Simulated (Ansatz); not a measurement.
in.yaml

```yaml
crystal:
  periodic: [false, false, false]
  atoms:
    - {symbol: Ge, position_ang: [0.000000, -0.035816, 0.000000]}
    - {symbol: H, position_ang: [0.000000, 1.290582, -2.299173]}
    - {symbol: H, position_ang: [0.000000, 1.290582, 2.299173]}
basis:
  gaussian: {orbitals: def2-SVP}
magnetization: {spin_polarized: true, initial_magnetization: 2}
correlation: {method: mp2, electrons: outside_noble_gas}
```

```sh
$ ansatz run in.yaml --threads 1 --pin off --events-out ev --progress --plain --max-ram 2393MiB
```

The program prints:

```
418 factors; integrals over basis functions are off by at most 5.6e-4 eV
mean field evaluation 1: about -56490.5559 eV, gradient 6.2e0 eV
mean field evaluation 2: about -56490.5622 eV, gradient 6.2e0 eV
mean field evaluation 4: about -56491.6942 eV, gradient 3.0e0 eV
mean field evaluation 8: about -56492.4168 eV, gradient 4.3e-1 eV
mean field evaluation 16: about -56492.1509 eV, gradient 4.6e0 eV
mean field evaluation 32: about -56492.5889 eV, gradient 2.4e-2 eV
mean field evaluation 64: about -56490.4992 eV, gradient 9.1e0 eV
mean field evaluation 96: about -56491.7131 eV, gradient 4.7e-1 eV
mean field evaluation 128: about -56488.4348 eV, gradient 1.2e1 eV
mean field evaluation 160: about -56492.2081 eV, gradient 1.2e0 eV
mean field evaluation 192: about -56491.3570 eV, gradient 4.0e0 eV
mean field -56492.58895908 eV, -2076.0643521940 hartree, gradient 2.2e-6 eV, S^2 2.801133; 20 other end points of the search recorded, 0 dependent functions left out
14 core orbitals not correlated: weight in the atoms' cores, before any rotation towards them, 1.000 or more for the frozen orbitals, at most 0.000 for the correlated occupied ones
reference -56492.58895908 eV, -2076.0643521940 hartree; 4, 2 occupied and 24, 26 virtual orbitals, 418 factors
second order -1.25041520 eV of doubles, -0.00000000 eV of singles
Total energy: -56493.83937428 eV, -2076.1103041051 hartree
```

Ran on 1 thread of Arm Neoverse V1, shared host: 2.5 s wall, 0.17 GiB peak host memory.
